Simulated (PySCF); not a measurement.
## Indirect couplings

Bonds (- single, = double, # triple, : aromatic): C1-C2 1.493 Å, C2=C3 1.327 Å, C3-C4 1.501 Å, C3-C5 1.504 Å, C5-F6 1.381 Å. C1 carries H7, H8, H9; C2 carries H10; C4 carries H11, H12, H13; C5 carries H14, H15. Stereochemistry as in C/C=C(/C)CF.

Indirect spin–spin couplings were computed at B3LYP/pcJ-1 (spin–dipole term only in couplings to heteroatoms) (PySCF) on a GFN2-xTB structure, for the isolated molecule, without vibrational or relativistic corrections. Couplings are averaged over pairs made equivalent by symmetry, fast rotation or ring inversion, so a value needn't be that of the named pair in this geometry, while other rotamers aren't included; one pair stands for each set, and the list holds a selection of those of at least 0.8 Hz over up to four bonds. One-bond C–F couplings come out tens of Hz too large with common functionals.

Isotopes: ¹³C, ¹⁹F, ¹H.

```csv
pair,bonds,J (Hz)
"C1, C2",1,?
"C1, H7",1,132.2
"C2, C3",1,82.8
"C2, H10",1,156.7
"C3, C4",1,44.7
"C3, C5",1,49.0
"C4, H11",1,133.1
"C5, F6",1,-217.5
"C5, H14",1,152.4
"C1, H10",2,?
"C2, C4",2,?
"C2, C5",2,5.5
"C3, F6",2,14.8
"C3, H14",2,?
"C4, C5",2,2.8
"H7, H8",2,-15.6
"H14, H15",2,?
"C2, F6",3,5.1
"C2, H11",3,?
"C2, H14",3,?
"C4, H10",3,?
"C5, H11",3,3.7
"H7, H10",3,7.9
"F6, H10",4,-1.8
"H10, H11",4,-1.8
"H10, H14",4,-1.5
```

**Question.** Estimate the withheld couplings, with signs.

**Answer.** 
- ¹J(C1,C2) = 44.2 Hz (bond length 1.493 Å)
- ²J(C1,H10) = 4.6 Hz (angle at C2 114°)
- ²J(C2,C4) = 3.3 Hz (angle at C3 122°)
- ²J(C3,H14) = -2.1 Hz (mean over equivalent pairs that range from -3.5 to -0.8 Hz in this conformer)
- ²J(H14,H15) = -11.0 Hz (angle at C5 110°)
- ³J(C2,H11) = 6.5 Hz
- ³J(C2,H14) = 4.3 Hz (mean over equivalent pairs that range from 3.3 to 5.3 Hz in this conformer)
- ³J(C4,H10) = 8.2 Hz (dihedral angle 0°)
